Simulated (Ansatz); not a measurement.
Worked example: vertical ionisation energy of Si2NH6 (SMILES N[SiH][SiH3])

Si2NH6: 9 atoms, total charge 0, spin state doublet. As SMILES, `N[SiH][SiH3]`. The shape is that of a PBE0-D4/def2-TZVP optimisation. This is one conformer, not always the lowest.

Both states at this one shape; open shells run unrestricted unless said. 1 Eh = 27.2114 eV.

| level | program | doublet Si2NH6 (Eh) | singlet [Si2NH6]+ (Eh) |
| --- | --- | --- | --- |
| UHF/3-21G | Ansatz | -632.394454 | -632.145354 |
| UB3LYP/6-311+G** | Ansatz | -637.398391 | -637.133726 |

Q: Work out the vertical ionisation energy at each level.

A: 
1. UHF/3-21G: -632.145354 − (-632.394454) = 0.249100 Eh = 6.78 eV.
2. UB3LYP/6-311+G**: -637.133726 − (-637.398391) = 0.264665 Eh = 7.20 eV.

No measured value is set beside it here; the levels span 6.78 to 7.20 eV.
